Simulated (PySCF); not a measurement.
Metal–ligand bonds in Cd(OCH3)1–Y. Gas-phase values, no solvent. One relaxed conformer stands for each flexible species; it need not be the lowest. Multiplicities are imposed; where one is given, others were not computed. Strings in code marks are SMILES.

The highest occupied spin orbital from two functionals at the same geometries (r2SCAN-D4/def2-SVP), both in PySCF: PBE-D3(BJ)/def2-TZVP and TPSSh-D3(BJ)/def2-TZVP. 

```
species                           PBE-D3(BJ)/def2-TZVP (eV)  TPSSh-D3(BJ)/def2-TZVP (eV)
--------------------------------  -------------------------  ---------------------------
free radical OH (`[OH]`)                              -7.16                        -8.09
free radical NH2 (`[NH2]`)                            -7.16                        -7.94
free radical CH3 (`[CH3]`)                            -5.38                        -6.06
free radical OCH3 (`C[O]`)                            -5.95                        -6.86
free radical N(CH3)2 (`[N](C)C`)                      -5.55                        -6.40
free radical SH                                       -6.12                        -6.75
```

Over these rows, drawn at random from the members with no instability flagged (it was tested for open shells, ions and some series alone), PBE minus TPSSh-D3(BJ): mean +0.80 eV, from +0.64 eV to +0.93 eV.
